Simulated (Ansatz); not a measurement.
Species: CH$_{2}$O, net charge 1, doublet state. 
Structure (B3LYP-D3(BJ)/def2-TZVP (Ansatz, a program for electronic structure) minimum search):
```
C
O 1 1.1868
H 1 1.1200 2 120.20
H 1 1.1200 3 119.60 2 -180.00
```
Charge +1, spin multiplicity 2.

Parts of the frozen-core correlation energy in cc-pVDZ (Ansatz, hartree). Frozen orbitals: 2; correlated occupied orbitals by spin: 6 and 5; virtual: 30 and 31. Open shells are spin-unrestricted. No spin-orbit coupling. Non-relativistic.

| term | value |
|---|---|
| reference (HF) | -113.53308 |
| MP2 opposite-spin | -0.19793 |
| MP2 same-spin | -0.06359 |
| CCSD correlation | -0.29302 |
| (T) | -0.00879 |
| CCSDT minus CCSD(T) | -0.00099 |
| T1 diagnostic | 0.038 |
| largest doubles amplitude | 0.094 |
| <S^2> of the reference | 0.785 |
